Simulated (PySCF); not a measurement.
Compound: cyclopropane, C3H6.
Atom-mapped SMILES: `[CH2:1]1[CH2:2][CH2:3]1`

Geometry (PBE0-D3(BJ)/def2-SVP, Å), atoms numbered from 1 in this order:
```
atom  x, y, z in Å
C1     0.8471    0.1673    0.0612
C2    -0.2705   -0.7998   -0.1906
C3    -0.5765    0.6325    0.1294
H4     1.4067    0.0775    0.9963
H5     1.4549    0.4869   -0.7896
H6    -0.4334   -1.1458   -1.2150
H7    -0.4815   -1.5556    0.5709
H8    -0.9976    0.8639    1.1117
H9    -0.9494    1.2735   -0.6742
```

NICS is the negative of the GIAO shielding at a point without a nucleus: at the ring centre (0) and 1 Å above and below it (1); zz is the component along the ring normal. Level: GIAO B3LYP/pcSseg-2 (PySCF, non-relativistic, gas phase) on the PBE0-D3(BJ)/def2-SVP geometry, one conformer.

Ring bond lengths (Å): C1–C2 1.499, C2–C3 1.499, C3–C1 1.499.

Q: What do the NICS probes read (ppm)?

A: 
```tsv
ring	type	NICS(0)	NICS(1), two faces	NICS(1)zz, two faces	rms pucker (Å)	centre to ring atoms, mean (Å)
C1–C2–C3	3-membered carbocycle; formal bonds all single	-43.4	-8.7 / -8.7	-24.2 / -24.2	0.00	0.87
```

Q: What do they say, and how far can they be read as aromaticity?

A: 
- C1–C2–C3: mean NICS(1)zz -24.2 ppm, shielded. C1, C2, C3 have four or more neighbours, and the NICS criterion for π rings isn't applied. NICS(0) lies 35 ppm below the mean NICS(1).

Q: List the ring angles.

A: 
- C1–C2–C3: C1 60.0°, C2 60.0°, C3 60.0°; sum 180.0° against 180° for a flat convex ring.

Q: How do the values depend on the level or the medium?

A: 
```json
{"level": "B3LYP/pcSseg-2, gas", "NICS(0), C1–C2–C3": "-43.4", "mean NICS(1)zz, C1–C2–C3": "-24.2"}
{"level": "PBE0/pcSseg-1, gas", "NICS(0), C1–C2–C3": "-43.4", "mean NICS(1)zz, C1–C2–C3": "-23.5"}
{"level": "B97-D/pcSseg-2, gas", "NICS(0), C1–C2–C3": "-43.4", "mean NICS(1)zz, C1–C2–C3": "-24.0"}
{"level": "BLYP/pcSseg-2, gas", "NICS(0), C1–C2–C3": "-42.9", "mean NICS(1)zz, C1–C2–C3": "-23.9"}
{"level": "BP86/pcSseg-2, gas", "NICS(0), C1–C2–C3": "-43.7", "mean NICS(1)zz, C1–C2–C3": "-24.2"}
{"level": "HF/pcSseg-2, gas", "NICS(0), C1–C2–C3": "-43.5", "mean NICS(1)zz, C1–C2–C3": "-24.9"}
{"level": "KT2/pcSseg-2, gas", "NICS(0), C1–C2–C3": "-42.8", "mean NICS(1)zz, C1–C2–C3": "-24.0"}
{"level": "KT3/pcSseg-2, gas", "NICS(0), C1–C2–C3": "-42.6", "mean NICS(1)zz, C1–C2–C3": "-23.7"}
```

The geometry is the same throughout.
